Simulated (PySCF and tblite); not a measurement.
dimethylformamide, C₃H₇NO, numbered as in [CH3:1][N:2]([CH3:3])[CH:4]=[O:5].

Geometries PBE0-D3(BJ)/def2-SVP; weights from B3LYP-D3(BJ)/def2-TZVP (IEF-PCM, chloroform) energies and GFN2-xTB thermal corrections, with symmetry numbers and mirror pairs. Conformers within 3 kcal/mol (GFN2-xTB free energy) were kept, 8 at most. GIAO shieldings: wB97X-D/pcSseg-1 (IEF-PCM, chloroform). Shifts are against TMS (¹H), TMS (¹³C), NH3 (¹⁵N) at the same level. Programs: PySCF with density fitting and tblite.

Torsions listed: C1–N2–C4–O5.

```json
{"conformer": "1", "shape": "0°", "weight %": "100.0", "dipole D": "4.85"}
```

Problem. How do the computed shifts compare with measured ones?

Solution. 
```csv
nucleus,signal,leading conformer,average,measured,medium
¹H,H4,7.76,7.76,7.91,THF-d8
¹³C,C4,167.8,167.8,161.96,THF-d8
```

Measured values: Fulmer et al., Organometallics 2010, 29, 2176.  The computed shifts are unscaled and lack vibrational corrections.


¹⁵N shifts are against a computed isolated NH3 molecule, about 20 ppm from the liquid.